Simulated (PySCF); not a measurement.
## Molecular orbitals of SiN⁻

PBE0 at R = 1.582 Å; PySCF, no relativity, basis sets Si def2-TZVPPD, N def2-TZVPPD. State: ¹Σ⁺ (singlet), closed shell. Only the outer orbitals are listed, counted within each symmetry.

| orbital | occ. | ε (eV) | on Si (%) | main shells (%) |
| --- | --- | --- | --- | --- |
| 5σ | 2 | -14.15 | 26 | 70 N s, 16 Si s |
| 6σ | 2 | -4.42 | 73 | 67 Si s, 16 N p, 11 N s |
| 2π | 2 | -1.03 | 44 | 56 N p, 40 Si p |
| 2π | 2 | -1.03 | 44 | 56 N p, 40 Si p |
| 7σ | 2 | -0.91 | 38 | 44 N p, 32 Si p, 17 N s |
| 3π | 0 | 4.44 | 80 | 59 Si p, 22 N p, 21 Si d |
| 3π | 0 | 4.44 | 80 | 59 Si p, 22 N p, 21 Si d |

Problem. Which are the highest filled and the lowest empty level, where do they sit, and how wide is the gap?

Solution. Highest filled 7σ at -0.91 eV (in %: 44 N p, 32 Si p, 17 N s); lowest empty 3π at 4.44 eV (in %: 59 Si p, 22 N p, 21 Si d); the gap at PBE0 is 5.35 eV. An empty level above zero is unbound, and its energy depends on the basis.

```json
{"bond order (Mayer)": "2.90", "⟨S²⟩": "0.000", "charge on Si (Mulliken, basis-dependent)": "-0.52", "charge on Si (Löwdin, basis-dependent)": "-0.30", "dipole moment (positive dipole points towards N; it is taken about the centre of mass and depends on that origin)": "-2.57 D", "polarisability along the bond": "73.5 bohr³", "polarisability across the bond": "52.0 bohr³"}
```
